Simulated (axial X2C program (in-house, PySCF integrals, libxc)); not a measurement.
**PF at several levels of theory in the non-relativistic limit (speed of light times 100)**

All values were computed with an axial X2C code built on PySCF integrals. The Hamiltonian is the X2C one with the speed of light multiplied by 100, which is the non-relativistic limit. Basis: P dyall-v3z [8s7p2d1f], F dyall-v3z [6s5p2d1f] (cores contracted in-house); Gaussian nuclei, density fitting, unrestricted open shells. Masses: P 30.974 u, F 18.998 u.

Input:
```json
{"zs": [15, 9], "q": 0, "bas": ["dyall-v3z", "dyall-v3z"], "levels": ["PBE0", "HF", "PBE", "B3LYP"], "cc": false, "r0": 1.75, "npts": 10, "nst": 2, "ntry": 6, "opt": {"cfac": 100}}
```
```bash
python so2c.py task.json out
```

Keys: zs atomic numbers; q charge; bas basis sets; levels methods; cc coupled cluster on or off; r0 starting distance in Å; npts points on the curve; nst determinants followed; ntry starts of the search; cfac factor on the speed of light (100 gives the non-relativistic limit). HF also brings MP2.

State, non-rel.: M_S = 1, Λ = 0 (beyond evenly filled blocks: π+α, π-α); electrons by block: σα: 7, σβ: 7, π+α: 3, π+β: 2, π-α: 3, π-β: 2. Fragments: P + F.

```tsv
Hamiltonian	level	Re (Å)	ωe (cm⁻¹)	ωexe (cm⁻¹)	De (eV)	μ (D)
non-rel.	PBE0	1.605	850.8	4.29	4.64	-0.87
non-rel.	HF	1.579	906.5	4.43	2.74	-0.99
non-rel.	MP2	1.609	844.5	4.3	4.56	n/a
non-rel.	PBE	1.629	800.5	4.2	5.00	-0.86
non-rel.	B3LYP	1.616	824.1	4.31	4.75	-0.98
```

Correlated methods: 12 electrons correlated (number of frozen shells: P 2 s, 1 p; F 1 s), 134 virtual spin orbitals or spinors in MP2.

Dipoles are positive if F is the positive end.

One determinant describes the state; a PBE0 search over occupations chose it and may have missed a lower one. Dissociation energies refer to the lowest single-determinant-based atoms at the same level and basis.

Rough cost a point (non-rel.) on 1 thread(s) of a shared host, integrals apart: PBE0 0.29 s, HF 0.12 s, PBE 0.24 s, B3LYP 0.3 s.

The whole task took 26 s on 1 thread of Arm Neoverse N1, with other jobs on the host.
